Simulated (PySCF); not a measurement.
B(F)3, BF3, SMILES FB(F)F (CAM-B3LYP/def2-SVP optimised geometry):

```
4

B     -0.327     0.000     0.000
F     -0.981     1.133     0.000
F     -0.982    -1.133    -0.001
F      0.982     0.000     0.000
```

Level of theory: PySCF with CAM-B3LYP/def2-TZVP.

**Question.** What are the frontier orbital energies and the dipole moment?

**Answer.** HOMO-2 -14.69 eV, HOMO-1 -14.69 eV, HOMO -13.82 eV, LUMO 1.07 eV, LUMO+1 1.79 eV; dipole moment 0.00 D.

On the same geometry PBE/def2-TZVP (PySCF 2.14.0) gives HOMO-2 -10.95 eV, HOMO-1 -10.95 eV, HOMO -9.98 eV, LUMO -0.32 eV, LUMO+1 -0.29 eV; dipole moment 0.00 D.

Meta-Löwdin charges at CAM-B3LYP/def2-TZVP: B1 0.86, F2 -0.29, F3 -0.29, F4 -0.29.
